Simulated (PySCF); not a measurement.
C₃H₅ClO₂.
SMILES with atom numbers: `[O:1]=[CH:2][O:3][CH2:4][CH2:5][Cl:6]`

A calculation gives these core lines: C 1s: 292.68 (area 1), 293.10 (area 1), 295.18 (area 1) eV; O 1s: 538.48 (area 1), 540.14 (area 1) eV; Cl 1s: 2828.92 eV; Cl 2p3/2: 206.32 eV.

Computed with delta-SCF UKS SCAN, pcX-2 on the ionised atom, pcseg-1 elsewhere, spin-free X2C (PySCF 2.14.0). Isolated species at its GFN2-xTB geometry (one conformer only).

**Question.** Which carbon gives which C 1s line?

**Answer.** 292.68 eV: C5 (sp3 C–Cl carbon); 293.10 eV: C4 (sp3 carbon bound to oxygen); 295.18 eV: C2 (ester carbonyl carbon). Lowest listed C 1s: C5, bonded to Cl, C and 2 H. Highest, 2.50 eV above it: C2, bonded to O (double bond), O and H. The widest gap between neighbouring values is 2.08 eV, between 293.10 and 295.18 eV. Summing the Pauling electronegativity differences to the bonded atoms, each weighted by its formal bond order, gives -0.09 for the lowest site and +2.32 for the highest; no listed site has a larger sum than the highest.

**Question.** Assign the O 1s lines to atoms.

**Answer.** 538.48 eV: O1 (ester carbonyl oxygen); 540.14 eV: O3 (ester single-bonded oxygen). Lowest listed O 1s: O1, bonded to C (double bond). Highest, 1.66 eV above it: O3, bonded to 2 C.

Bonded neighbours of each site: O1: C (double bond); C2: O (double bond), O and H; O3: 2 C; C4: O, C and 2 H; C5: Cl, C and 2 H; Cl6: C.

**Question.** Which photon wavelength matches the O 1s of O1 threshold?

**Answer.** λ = hc/E = 12398.42 eV Å / 538.48 eV = 23.025 Å.

The 2p values add to the ΔSCF energy of one spin-free hole a correction within the shell (spin–orbit coupling, ligand field). 2p1/2 minus 2p3/2 (ligand field included): Cl 1.65 eV.

Conformer computed: `[O:1]=[CH:2][O:3][CH2:4][CH2:5][Cl:6]`: O1–C2–O3–C4 -1°, C2–O3–C4–C5 77°, O3–C4–C5–Cl6 172°.
